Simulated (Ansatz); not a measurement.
This geometry of AlH6N (8 atoms, charge 0, multiplicity 1) is a first-order saddle point.

Theory: RKS PBE-D4/6-31G* (Ansatz).

```xyz
8
Properties=species:S:1:pos:R:3
Al 0.037 -0.357 -0.065
H -0.245 0.072 1.716
H 1.450 0.284 -0.454
H -1.355 -0.084 -0.806
N 0.149 -2.063 0.814
H -0.604 -2.752 0.766
H 1.045 -2.529 0.977
H -0.110 -0.917 1.674
```

Question: Which two structures does it join? (They come from a converged band through this point; their orientation in space is the band's.)

Answer: Bonds broken: Al1–H2, N5–H8. Bonds formed: H2–H8. AlH6N becomes AlH4N + H2.

First end point:

```xyz
8
Properties=species:S:1:pos:R:3
Al 0.022 -0.034 0.163
H 0.014 0.811 1.543
H 1.401 -0.070 -0.683
H -1.365 -0.128 -0.664
N 0.068 -1.972 0.959
H -0.327 -2.655 0.302
H 1.029 -2.266 1.171
H -0.474 -2.031 1.830
```

Last end point:

```xyz
8
Properties=species:S:1:pos:R:3
Al 0.150 -0.592 -0.832
H -0.371 -0.386 3.438
H 1.532 0.155 -1.135
H -1.255 -0.268 -1.526
N 0.180 -1.905 0.389
H -0.626 -2.468 0.659
H 1.016 -2.217 0.885
H -0.259 -0.665 2.747
```

Question: How far does it lie above each of them?

Answer: 128.2 kJ/mol above the first and 73.9 kJ/mol above the second. This is the barrier of this one path; another mechanism may lie lower. The orbitals stay closed-shell, which can raise the energy where a bond breaks towards radicals; this wasn't checked here.

The run took 120 s on 1 thread of Arm Neoverse V2, with other jobs on the host, peak memory 0.092 GiB.
